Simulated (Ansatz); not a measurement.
```yaml
crystal:
  periodic: [false, false, false]
  atoms:
    - {symbol: C, position_ang: [0.000000, 0.000000, -1.362756]}
    - {symbol: N, position_ang: [0.000000, 0.000000, -0.163647]}
    - {symbol: Si, position_ang: [0.000000, 0.000000, 1.526403]}
basis:
  gaussian: {orbitals: def2-TZVP}
magnetization: {spin_polarized: true, initial_magnetization: 3}
hamiltonian: {xc: pbe0}
relax: {f_tol: 0.004, max_steps: 80}
```

```sh
$ ansatz run in.yaml --threads 1 --pin off --events-out ev --progress --plain --max-ram 2176MiB
```

Steps of the relaxation (energy above the last step; positions in Å, forces in eV/Å):

```
3
step 1, 17.7 meV
C     0.000    0.000   -1.363    0.000    0.000    1.571
N     0.000    0.000   -0.164    0.000    0.000   -1.933
Si    0.000    0.000    1.526    0.000    0.000    0.362
```

```
3
step 2, 2.1 meV
C     0.000    0.000   -1.355    0.000    0.000    0.228
N     0.000    0.000   -0.171    0.000    0.000   -0.519
Si    0.000    0.000    1.525    0.000    0.000    0.291
```

```
3
step 3, 0.1 meV
C     0.000    0.000   -1.356    0.000    0.000   -0.034
N     0.000    0.000   -0.175    0.000    0.000   -0.019
Si    0.000    0.000    1.531    0.000    0.000    0.053
```

```
3
step 5, 0.0 meV
C     0.000    0.000   -1.357    0.000    0.000    0.000
N     0.000    0.000   -0.176    0.000    0.000    0.000
Si    0.000    0.000    1.532    0.000    0.000    0.000
```

Close pairs at the end: C1–N2 1.181 Å, N2–Si3 1.708 Å.

A stationary point of unrestricted PBE0 after 5 steps, with ⟨S²⟩ = 3.758 against 3.75 for a pure state; no frequencies were run, so it isn't proven a minimum. 18 s on 1 thread of Arm Neoverse V1, shared host.
